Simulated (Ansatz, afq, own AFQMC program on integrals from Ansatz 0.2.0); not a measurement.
SiNH₂, quartet: energetics from AFQMC and coupled cluster

```xyz
4

Si    0.0095   -0.1038    0.6022
N    -0.0872    0.1443   -1.1807
H     0.2656    1.1829    1.3191
H     0.6831   -0.2976   -1.6914
```

Geometry: a PBE0/def2-TZVP stationary point, not shown to be a minimum. Basis cc-pVDZ. Only valence electrons are correlated. Ansatz 0.2.0 and our own AFQMC program on the same integrals; the CISD trial comes from CCSD amplitudes, and released means the phaseless constraint is let go. ± is one standard error of the sampling.

Best estimates are CCSD(T) at the basis-set limit (def2-TZVPP/QZVPP) plus the step from CCSD(T) to the highest rung at hand in cc-pVDZ, named in the table (released AFQMC can keep some 10 meV of bias). No zero-point, core-correlation or spin–orbit terms. Other levels are in cc-pVDZ, the functionals in def2-TZVP; a dash marks a level that is missing or breaks spin symmetry for a member.

Cautions: SiNH₂ (quartet): another spin lies lower; SiNH₂⁺ (quintet): lower spins were not checked; row 1: this needn't be the first ionization; row 1: core correlation is missing, and it shifts such a gap most where an s electron is promoted.

```csv
process,best estimate (eV),highest rung
"to charge +1, quintet (vertical)",11.15,CCSDT(Q)
to free atoms,8.72,CCSDT(Q)
```

Errors against the best estimates in eV, the processes numbered in the order above:

```tsv
level	error, 1	error, 2
MP2	-0.57	-1.46
CCSD(T)	-0.58	-1.44
ph-AFQMC/CISD	-0.58 ± 0.004	-1.42 ± 0.003
CCSD(T)/CBS	-0.01	-0.02
PBE	0.03	0.39
r2SCAN	-0.06	0.30
PBE0	-0.09	0.10
B3LYP	0.07	0.14
wB97M-V	-0.06	-0.04
B2PLYP	-0.08	-0.13
```

Cost at the first geometry (cards were shared with other jobs): PBE0/cc-pVDZ, 0.97 s on 1 thread of AMD EPYC 7R13 Processor (Zen 3) (shared host); UCCSD(T)/cc-pVDZ, 3.1 s on 1 × NVIDIA H100 80GB HBM3 with 1 thread of AMD EPYC 7R13 Processor (Zen 3), on a shared host; CCSD(T)/def2-QZVPP, 8.5 s on 1 × NVIDIA H100 80GB HBM3 with 1 thread of AMD EPYC 7R13 Processor (Zen 3), on a shared host; CCSDT(Q), 6.5 s on 1 × NVIDIA H100 80GB HBM3 with 1 thread of AMD EPYC 7R13 Processor (Zen 3), with other jobs on the host; ph-AFQMC/CISD with release, 60 s on 1 × NVIDIA H100 80GB HBM3 with 2 threads of AMD EPYC 7R13 Processor (Zen 3) (shared host).

Best estimates are given only where the step beyond CCSD(T) is under 0.3 eV and no member's determinant is very poor (T1 over 0.05, or 0.07 for open shells, ⟨S²⟩ too high by 0.3, two states mixed), so the hardest cases are missing from such tables.

The functionals ran in a triple-zeta set and keep a basis error of their own, a few kJ/mol for each bond in atomization energies and more for double hybrids, so close places among them and the extrapolated levels can swap.

CCSDT and higher add their correlation energy to the determinant of the CCSD(T) run, since their own runs factorise the integrals more tightly (a shift of under 2 meV). Each member of a difference takes its own highest rung, so a best estimate needn't equal the limit plus the step of one row.
